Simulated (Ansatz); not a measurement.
**H2O2 (hydrogen peroxide): B3LYP/6-31G(d) (spherical functions)**

What is the energy change on altering one bond length of H2O2 (hydrogen peroxide) at B3LYP/6-31G* (spherical functions)? 

The calculation is run with Ansatz 0.2.0.

38 further runs of the same task are left out: 38 set aside as unsound or not needed.

## Step 1: The system as given

H2O2: 4 atoms, total charge 0, spin state singlet. As SMILES, `OO`. Geometry: relaxed at PBE0-D4/def2-TZVP.

Bond lengths: O1–O2 1.426 Å, O1–H3 0.965 Å, O2–H4 0.965 Å. Angles: O1–O2–H4 101.1°, O2–O1–H3 101.1°.

## Step 2: A single-point energy at B3LYP/6-31G(d) (spherical functions)

Contents of molecule.yaml:

```yaml
crystal:
  periodic: [false, false, false]
  atoms:
    - {symbol: O, position_ang: [-0.486800, -0.581100, 0.030600]}
    - {symbol: O, position_ang: [0.048300, 0.728400, 0.206900]}
    - {symbol: H, position_ang: [0.186400, -1.117000, 0.467400]}
    - {symbol: H, position_ang: [0.252100, 0.969800, -0.704900]}
basis:
  gaussian:
    orbitals: 6-31G_st_-spherical.json
hamiltonian:
  xc: {name: B3LYP}
accuracy: high
output:
  orbitals: {seedname: orbitals}
```

The basis set 6-31G* is read from a file made from the Basis Set Exchange's data (not shown).

Launch:

```console
$ ansatz run molecule.yaml --threads 1 --pin off --max-ram 3480MiB --events-out events.jsonl --progress --plain --runs-dir runs
```

The program printed:

```text
Warning: RAYON_NUM_THREADS=1 ignored (pool sized by the plan → 1); use --threads N
Functional definition: B3LYP
  name "B3LYP"
  parameter a0 = 0.2
  parameter ax = 0.72
  parameter ac = 0.81
  exchange = (1 - a0 - ax)*slater_x + ax*b88_x + a0*exact_x
  correlation = (1 - ac)*vwn_rpa_c + ac*lyp_c
618 factors; integrals over basis functions are off by at most 2.4e-9 eV
mean field evaluation 1: about -4121.1498 eV, gradient 3.5e1 eV
mean field evaluation 2: about -4120.6120 eV, gradient 4.0e1 eV
mean field evaluation 4: about -4123.3222 eV, gradient 1.8e-1 eV
mean field evaluation 8: about -4123.3185 eV, gradient 4.4e-3 eV
mean field evaluation 16: about -4123.3185 eV, gradient 3.7e-8 eV
mean field -4123.31847974 eV, -151.5291592450 hartree, gradient 3.5e-8 eV, S^2 0.000000; 0 other end points of the search recorded, 0 dependent functions left out
reference -4123.31850043 eV, -151.5291600052 hartree; 9, 9 occupied and 23, 23 virtual orbitals, 618 factors
Total energy: -4123.31850043 eV, -151.5291600052 hartree
```

Run time: 0.82 s. Hardware: 1 thread of Arm Neoverse V2, shared host.

## Step 3: The distorted shape, same level

Contents of job.yaml:

```yaml
basis:
  gaussian: {orbitals: 6-31G_st_-spherical.json}
crystal:
  periodic: [false, false, false]
  atoms:
    - symbol: O
      position_ang: [-1.025388, -0.152357, -0.318858]
    - symbol: O
      position_ang: [-0.490288, 1.157143, -0.142558]
    - symbol: H
      position_ang: [0.186400, -1.117000, 0.467400]
    - symbol: H
      position_ang: [-0.286488, 1.398543, -1.054358]
hamiltonian: {xc: {name: B3LYP}}
accuracy: high
output: {orbitals: {seedname: orbitals}}
```

The basis set 6-31G* is read from a file made from the Basis Set Exchange's data (not shown).

Launch:

```console
$ ansatz run job.yaml --threads 1 --pin off --max-ram 3480MiB --events-out events.jsonl --progress --plain --runs-dir runs
```

The program printed:

```text
Warning: RAYON_NUM_THREADS=1 ignored (pool sized by the plan → 1); use --threads N
[... 7 set-up lines as earlier in the session ...]
617 factors; integrals over basis functions are off by at most 3.0e-9 eV
mean field evaluation 1: about -4115.5639 eV, gradient 4.1e1 eV
mean field evaluation 2: about -4101.6746 eV, gradient 8.0e1 eV
mean field evaluation 4: about -4119.9539 eV, gradient 6.4e0 eV
mean field evaluation 8: about -4120.0515 eV, gradient 7.5e-1 eV
mean field evaluation 16: about -4120.0531 eV, gradient 5.1e-5 eV
mean field -4120.05310014 eV, -151.4091587578 hartree, gradient 2.8e-8 eV, S^2 0.000000; 0 other end points of the search recorded, 0 dependent functions left out
reference -4120.05312411 eV, -151.4091596387 hartree; 9, 9 occupied and 23, 23 virtual orbitals, 617 factors
Total energy: -4120.05312411 eV, -151.4091596387 hartree
```

Wall time 0.97 s (1 thread of Arm Neoverse V2, shared host).

## Step 4: What came out

At B3LYP/6-31G* (spherical functions):

| quantity | value |
| --- | --- |
| first shape: total energy | -151.52916 Eh |
| first shape: HOMO energy | -7.31 eV |
| first shape: LUMO energy | 1.13 eV |
| first shape: HOMO–LUMO gap | 8.45 eV |
| distorted shape: total energy | -151.40916 Eh |
| distorted shape: HOMO energy | -7.33 eV |
| distorted shape: LUMO energy | -3.43 eV |
| distorted shape: HOMO–LUMO gap | 3.89 eV |
| energy change with the O1–H3 bond stretched from 0.965 to 1.737 Å | 3.265 eV |

**Reading.** One bond (distorted shape) is far stretched, which a spin-restricted single reference describes badly; a broken-symmetry solution may lie lower. With the O1–H3 bond stretched from 0.965 to 1.737 Å the energy rises by 3.27 eV (75 kcal/mol). The first shape isn't relaxed at this level, so the change isn't measured from a minimum. A restricted reference can't describe the breaking bond well at this length.
